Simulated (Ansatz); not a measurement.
SrZrS3 (Pnma, No. 62; cell taken from a computed entry) was calculated with HSE06 in Ansatz (plane waves, PAW).

Run with plane-wave cutoff 460 eV, 4×6×2 k mesh (along the axes of the cell as run), Fermi–Dirac smearing 0.01 eV, scalar-relativistic PAW data made under PBE.

Cell (relaxed with PBEsol):

```
CELL_PARAMETERS angstrom
      8.44061     0.00000     0.00000
      0.00000     3.78534     0.00000
      0.00000     0.00000    13.78608
ATOMIC_POSITIONS crystal
  Sr 0.06479 0.25000 0.17852
  Sr 0.93521 0.75000 0.82148
  Sr 0.43521 0.75000 0.67852
  Sr 0.56479 0.25000 0.32148
  Zr 0.67103 0.75000 0.05779
  Zr 0.32897 0.25000 0.94221
  Zr 0.82897 0.25000 0.55779
  Zr 0.17103 0.75000 0.44221
  S  0.66132 0.75000 0.48699
  S  0.33868 0.25000 0.51301
  S  0.83868 0.25000 0.98699
  S  0.16132 0.75000 0.01301
  S  0.20712 0.25000 0.78154
  S  0.79288 0.75000 0.21846
  S  0.29288 0.75000 0.28154
  S  0.70712 0.25000 0.71846
  S  0.48079 0.25000 0.10747
  S  0.51921 0.75000 0.89253
  S  0.01921 0.75000 0.60747
  S  0.98079 0.25000 0.39253
```

Task: Give the computed band gap.

Result: 
* **band gap**: 1.20 eV (on the SCF k mesh)

Note: cell and atoms aren't relaxed at this level (pressure 2.3 GPa); this cell isn't known to be the ambient phase, and symmetry holds it in the calculation.

Spin–orbit coupling is not included.

Static lattice: no zero-point or thermal effects.

Ansatz is a program for electronic structure.
